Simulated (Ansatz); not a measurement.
# C5H10S: up Jacob's ladder to CCSD(T)

Aim: compute C5H10S with functionals from several rungs and with coupled cluster. The yardstick is the atomisation energy at the CCSD(T) limit.

The runs use Ansatz 0.2.0, Gaussian basis; functionals in def2-TZVPP, the program's frozen cores in correlated methods.

The runs, in order: LDA (SPW92), PBE-D4, revPBE-D4, BLYP-D4, r2SCAN-D4, B97M-V, PBE0-D4, B3LYP-D4, r2SCANh-D4, r2SCAN0-D4, HSE06-D4, BHLYP-D4, CAM-B3LYP-D4, LC-ωPBE, ωB97X-V, ωB97M-V, B2PLYP, PBE-QIDH; CCSD(T)/def2-SVP; CCSD(T)/def2-TZVPP; MP2/def2-QZVPP; extrapolation to the limit; RPA on PBE.

### Step 1. The geometry

An earlier PBE0-D4 in a triple-zeta def2 set relaxation fixed the geometry.

SMILES `C1CCSCC1`, 16 atoms, charge 0, spin multiplicity 1.

Atoms are counted from 1 here; the program's logs count them from 0.

Bond lengths: C1–C2 1.523 Å, C1–C6 1.523 Å, C1–H7 1.094 Å, C1–H8 1.098 Å, C2–C3 1.518 Å, C2–H9 1.095 Å, C2–H10 1.096 Å, C3–S4 1.805 Å, C3–H11 1.092 Å, C3–H12 1.096 Å, S4–C5 1.805 Å, C5–C6 1.518 Å, C5–H13 1.096 Å, C5–H14 1.092 Å, C6–H15 1.096 Å, C6–H16 1.095 Å. Angles: C2–C1–C6 113.2°, C2–C1–H7 109.5°, C2–C1–H8 109.0°, C6–C1–H7 109.5°, C6–C1–H8 109.0°, H7–C1–H8 106.3°, C1–C2–C3 112.6°, C1–C2–H9 109.7°, C1–C2–H10 109.5°, C3–C2–H9 109.0°, C3–C2–H10 108.9°, H9–C2–H10 107.1°, C2–C3–S4 112.7°, C2–C3–H11 111.2°, C2–C3–H12 110.6°, S4–C3–H11 105.6°, S4–C3–H12 109.0°, H11–C3–H12 107.4° and more.

### Step 2. LDA

This LDA is Slater exchange with PW92 correlation.

File in.yaml:

```yaml
crystal:
  periodic: [false, false, false]
  atoms:
    - {symbol: C, position_ang: [-0.398712, -0.017851, 1.126236]}
    - {symbol: C, position_ang: [1.071851, -0.296195, 0.844991]}
    - {symbol: C, position_ang: [1.296803, -0.907941, -0.526362]}
    - {symbol: S, position_ang: [0.739511, 0.163564, -1.867543]}
    - {symbol: C, position_ang: [-0.957029, 0.410402, -1.303372]}
    - {symbol: C, position_ang: [-1.031387, 0.934060, 0.119898]}
    - {symbol: H, position_ang: [-0.506849, 0.391630, 2.134665]}
    - {symbol: H, position_ang: [-0.950764, -0.966631, 1.117763]}
    - {symbol: H, position_ang: [1.644075, 0.634639, 0.917475]}
    - {symbol: H, position_ang: [1.467432, -0.976884, 1.607180]}
    - {symbol: H, position_ang: [2.358560, -1.083457, -0.711807]}
    - {symbol: H, position_ang: [0.786396, -1.874001, -0.606035]}
    - {symbol: H, position_ang: [-1.504680, -0.533873, -1.395886]}
    - {symbol: H, position_ang: [-1.401759, 1.116082, -2.008179]}
    - {symbol: H, position_ang: [-2.082082, 1.099345, 0.383484]}
    - {symbol: H, position_ang: [-0.531357, 1.907122, 0.167495]}
basis:
  gaussian: {orbitals: def2-TZVPP}
hamiltonian: {xc: lda}
output: {orbitals: {seedname: orbitals}}
```

Started as:

```
> ansatz run in.yaml --threads 2 --pin off --events-out ev --progress --plain --max-ram 32768MiB --backend cuda --devices 0, --max-vram 18GiB
```

After this run come: PBE-D4 (GGA); revPBE-D4 (GGA); BLYP-D4 (GGA); r2SCAN-D4 (meta-GGA); B97M-V (meta-GGA); PBE0-D4 (hybrid); B3LYP-D4 (hybrid); r2SCANh-D4 (hybrid); r2SCAN0-D4 (hybrid); HSE06-D4 (hybrid); BHLYP-D4 (hybrid); CAM-B3LYP-D4 (range-separated); LC-ωPBE (range-separated); ωB97X-V (range-separated); ωB97M-V (range-separated); B2PLYP (double hybrid); PBE-QIDH (double hybrid); CCSD(T) in def2-SVP; CCSD(T) in def2-TZVPP; MP2 in def2-QZVPP; RPA on PBE orbitals.

**Question.** What will the summary of the whole plan be? Wanted: atomisation energy, CCSD(T)/CBS; farthest beyond LDA; mean size of error, GGA; mean size of error, meta-GGA; mean size of error, hybrid; mean size of error, range-separated; mean size of error, double hybrid; gap, smallest and largest; T1 diagnostic.

As calculated:

| quantity | value |
| --- | --- |
| atomisation energy, CCSD(T)/CBS | 1527.4 kcal/mol |
| functionals within 7.6 kcal/mol (0.5 %) | revPBE-D4, r2SCAN-D4, B97M-V, B3LYP-D4, r2SCANh-D4, r2SCAN0-D4, CAM-B3LYP-D4, LC-ωPBE, ωB97X-V, ωB97M-V, PBE-QIDH |
| farthest beyond LDA | BHLYP-D4 (-35.0 kcal/mol) |
| mean size of error, GGA | 15.2 kcal/mol |
| mean size of error, meta-GGA | 5.3 kcal/mol |
| mean size of error, hybrid | 12.9 kcal/mol |
| mean size of error, range-separated | 4.5 kcal/mol |
| mean size of error, double hybrid | 10.4 kcal/mol |
| gap, smallest and largest | 5.04 eV (LDA (SPW92)), 12.10 eV (LC-ωPBE) |
| T1 diagnostic | 0.0097 |
| triples share of the correlation energy | 4.2 % |

In words: The LDA atomisation energy is off by 217.2 kcal/mol (14 %): it overbinds. PBE-D4 is off by +34.1 kcal/mol. Double hybrids carry the basis error of their MP2 part in triple zeta, and no dispersion term here, so their miss is partly the set-up's. The rungs range-separated, meta-GGA miss on average by less than the doubt on the reference (7.6 kcal/mol), so they tie. Misses under about 7.6 kcal/mol are within the doubt on the reference itself, which lacks core-valence correlation, relativity and higher excitations. Hartree-Fock recovers 75 % of the binding; the rest is correlation. CCSD(T) in def2-SVP is off by -62.2 kcal/mol, which most functionals beat. The gap grows from 5.0 to 12.1 eV across the functionals, mostly with the share of exact exchange.
